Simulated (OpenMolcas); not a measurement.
**One shape, several levels: CHCl2F (dichlorofluoromethane)**

Aim: a comparison of 6 runs (HF/3-21G, HF/def2-SVPD, M06-2X/def2-SVPD, PBE0/def2-SVPD, SVWN5/def2-SVPD, r2SCAN/def2-SVPD) of CHCl2F (dichlorofluoromethane). 

The results are computed with OpenMolcas 26.06.

## 1. Starting point

The species is CHCl2F (5 atoms), meant as a singlet with charge 0. SMILES: `FC(Cl)Cl`. Geometry: relaxed at PBE0-D4/def2-TZVP.

Bond lengths: F1–C2 1.340 Å, C2–Cl3 1.759 Å, C2–Cl4 1.759 Å, C2–H5 1.088 Å. Angles: F1–C2–Cl3 109.4°, F1–C2–Cl4 109.4°, Cl3–C2–Cl4 111.6°, F1–C2–H5 109.7°, Cl3–C2–H5 108.4°, Cl4–C2–H5 108.4°.

## 2. Energy and forces at HF/3-21G (run 1)

job.inp reads:

```
* CHCl2F Hartree-Fock
>>> EXPORT MOLCAS_PRINT=2

&GATEWAY
  BASLIB
  $CurrDir
  COORD
  5
  angstrom
  F       -0.590600       0.132500       1.230400
  C        0.006400       0.099400       0.030700
  Cl       1.459900      -0.886800       0.126900
  Cl      -1.120400      -0.525200      -1.167100
  H        0.294600       1.106400      -0.262500
  BASIS
  3-21G
  GROUP
  NoSym

&SEWARD

&SCF
  THRESHOLDS
  1e-10 1e-07 1e-07 1e-05
  PRORBITALS
  1 2

&ALASKA
```

The basis set 3-21G is read from a file made from the Basis Set Exchange's data (not shown).

On the command line:

```console
$ export MOLCAS_MEM=1860
$ pymolcas job.inp > job.log
```

Output:

```text
--- Start Module: gateway ---
[...]
--- Stop Module: gateway /rc=_RC_ALL_IS_WELL_ ---
[...]
      Basis functions           46
[...]
--- Start Module: scf ---
[...]
       Convergence after  13 Iterations
[...]
::    Total SCF energy                              -1051.6849767697
[...]
      Total spin, S                                     0.0000000000
[...]
      Total electronic charge=   50.000000
      Total            charge=   -0.000000
[...]
      Dipole Moment (debye):
      Origin of the operator (angstrom)=    0.0101   -0.4370   -0.1265
                   X=  5.8167E-01               Y=  1.6201E+00               Z= -7.0718E-01           Total=  1.8609E+00
      Quadrupole Moment (debye*angstrom):
[...]
--- Stop Module: scf /rc=_RC_ALL_IS_WELL_ ---
--- Start Module: alaska ---
[...]
 *              Molecular gradients               *
 **************************************************
  Irreducible representation: a
 ------------------------------------------------------------------------------------------
                              X                       Y                       Z
 ------------------------------------------------------------------------------------------
  F1                1.13700171489617E-02    1.82568752080936E-03   -2.21603192930822E-02
  C2               -7.81636461943003E-03   -5.14843781585679E-02    1.19387286628247E-03
  CL3              -3.27833754894158E-02    2.19346175312598E-02   -3.21792148776068E-03
  CL4               2.61694970988291E-02    1.36668673052407E-02    2.63453210446976E-02
  H5                3.06022586105859E-03    1.40572058012554E-02   -2.16095313010656E-03
 ------------------------------------------------------------------------------------------
--- Stop Module: alaska /rc=_RC_ALL_IS_WELL_ ---
[...]
```

Wall time 2.9 s (1 thread of AMD EPYC 7R43 (Zen 3), shared host); peak memory 0.38 GiB.

## 3. Energy and forces at HF/def2-SVPD (run 2)

test.inp reads:

```
&GATEWAY
  BasLib
  $CurrDir
  Coord
  5
  angstrom
  F       -0.590600       0.132500       1.230400
  C        0.006400       0.099400       0.030700
  Cl       1.459900      -0.886800       0.126900
  Cl      -1.120400      -0.525200      -1.167100
  H        0.294600       1.106400      -0.262500
  Basis
  def2-SVPD
  Group
  NoSym

&SEWARD

&SCF
  Thresholds
  1e-10 1e-07 1e-07 1e-05
  PrOrbitals
  1 2

&ALASKA
```

The basis set def2-SVPD is read from a file made from the Basis Set Exchange's data (not shown).

On the command line:

```console
$ export MOLCAS_MEM=1860
$ pymolcas test.inp > test.log
```

Output:

```text
--- Start Module: gateway ---
[...]
--- Stop Module: gateway /rc=_RC_ALL_IS_WELL_ ---
[...]
      Basis functions          105
[...]
--- Start Module: scf ---
[...]
       Convergence after  13 Iterations
[...]
::    Total SCF energy                              -1056.4874464360
[...]
      Total spin, S                                     0.0000000000
[...]
      Total electronic charge=   50.000000
      Total            charge=   -0.000000
[...]
      Dipole Moment (debye):
      Origin of the operator (angstrom)=    0.0101   -0.4370   -0.1265
                   X=  4.8206E-01               Y=  1.2068E+00               Z= -6.2403E-01           Total=  1.4415E+00
      Quadrupole Moment (debye*angstrom):
[...]
--- Stop Module: scf /rc=_RC_ALL_IS_WELL_ ---
[...]
--- Start Module: alaska ---
[...]
 *              Molecular gradients               *
 **************************************************
  Irreducible representation: a
 ------------------------------------------------------------------------------------------
                              X                       Y                       Z
 ------------------------------------------------------------------------------------------
  F1               -6.95239530094582E-03    5.33016410924958E-04    1.40143109477116E-02
  C2                3.99286126989962E-03   -4.18100654595277E-03   -9.13493421073364E-03
  CL3               3.95076086014967E-05   -2.32584974231287E-04   -1.40039853276996E-03
  CL4               1.02743314033660E-03   -3.76614933093045E-04   -9.06084515161609E-04
  H5                1.89259328211033E-03    4.25719004234004E-03   -2.57289368897018E-03
 ------------------------------------------------------------------------------------------
--- Stop Module: alaska /rc=_RC_ALL_IS_WELL_ ---
[...]
```

It took 16 s on 1 thread of AMD EPYC 7R43 (Zen 3), shared host; peak memory 0.6 GiB.

Runs 3 to 5 aren't shown in full; the table further down has their settings and results.

## 4. Energy and forces at r2SCAN/def2-SVPD (run 6)

coord.xyz reads:

```xyz
5

F     -0.590600     0.132500     1.230400
C      0.006400     0.099400     0.030700
Cl     1.459900    -0.886800     0.126900
Cl    -1.120400    -0.525200    -1.167100
H      0.294600     1.106400    -0.262500
```

test.input reads:

```
>>> EXPORT MOLCAS_PRINT=2

&GATEWAY
  BasLib = $CurrDir
  Coord = coord.xyz
  Basis = def2-SVPD
  Group = NoSym

&SEWARD
  GridInput
  Grid=UltraFine
  End of Grid

&SCF
  KSDFT = 2
  1.0 MGGA_X_R2SCAN
  1.0 MGGA_C_R2SCAN
  Thresholds = 1e-10 1e-07 1e-07 1e-05
  PrOrbitals = 1

&ALASKA
```

The basis set def2-SVPD is read from a file made from the Basis Set Exchange's data (not shown).

On the command line:

```console
$ export MOLCAS_MEM=1860
$ pymolcas test.input > test.log
```

Output:

```text
--- Start Module: gateway ---
[...]
--- Stop Module: gateway /rc=_RC_ALL_IS_WELL_ ---
[...]
      Basis functions          105
[...]
--- Start Module: scf ---
[...]
       Convergence after  13 Iterations
[...]
::    Total KS-DFT energy                           -1058.4423130004
[...]
      Total spin, S                                     0.0000000000
[...]
      Total electronic charge=   50.000000
      Total            charge=   -0.000000
[...]
      Dipole Moment (debye):
      Origin of the operator (angstrom)=    0.0101   -0.4370   -0.1265
                   X=  3.7690E-01               Y=  1.1085E+00               Z= -4.4179E-01           Total=  1.2514E+00
      Quadrupole Moment (debye*angstrom):
[...]
--- Stop Module: scf /rc=_RC_ALL_IS_WELL_ ---
[...]
--- Start Module: alaska ---
[...]
 *              Molecular gradients               *
 **************************************************
  Irreducible representation: a
 ------------------------------------------------------------------------------------------
                              X                       Y                       Z
 ------------------------------------------------------------------------------------------
  F1                2.75998752305107E-03   -2.17439029027489E-04   -5.56256194693105E-03
  C2                3.02780555513714E-04   -7.35935029368751E-04   -8.12291647607932E-04
  CL3              -7.66351219892769E-03    4.63427632075231E-03   -1.11025507370233E-03
  CL4               6.28888852950737E-03    2.67405902966722E-03    5.88568289694891E-03
  H5               -1.68814440911724E-03   -6.35496129196156E-03    1.59942577123662E-03
 ------------------------------------------------------------------------------------------
--- Stop Module: alaska /rc=_RC_ALL_IS_WELL_ ---
[...]
```

Run time: 35 s. Hardware: 1 thread of AMD EPYC 7R43 (Zen 3), shared host; peak memory 0.6 GiB.

## 5. All runs side by side

```tsv
run	level	integration grid	energy (Eh)	dipole moment (D)	HOMO energy (eV)	LUMO energy (eV)	wall time
1	HF/3-21G	–	-1051.684977	1.86	-12.78	3.77	2.9 s
2	HF/def2-SVPD	–	-1056.487446	1.44	-12.65	2.50	16 s
3	M06-2X/def2-SVPD	UltraFine	-1058.486757	1.33	-10.65	0.29	36 s
4	PBE0/def2-SVPD	UltraFine	-1058.124535	1.27	-9.28	-0.53	32 s
5	SVWN5/def2-SVPD	UltraFine	-1054.625845	1.22	-7.96	-1.72	27 s
6	r2SCAN/def2-SVPD	UltraFine	-1058.442313	1.25	-8.20	-1.30	35 s
```

## 6. Summary of results

| quantity | value |
| --- | --- |
| run 6: total energy | -1058.44231 Eh |
| run 6: dipole moment | 1.25 D |
| run 6: HOMO energy | -8.20 eV |
| run 6: LUMO energy | -1.30 eV |
| run 6: HOMO–LUMO gap | 6.90 eV |
| run 6: largest force on an atom | 0.464 eV/Å |

What this shows: The dipole moment (its size) runs from 1.22 D (SVWN5/def2-SVPD) to 1.86 D (HF/3-21G). The two ends differ in method and basis. The HOMO–LUMO gap runs from 6.24 eV (SVWN5/def2-SVPD) to 16.55 eV (HF/3-21G). Totals of different functionals can't be ranked against each other. All runs together took 2.5 min, the longest 36 s.
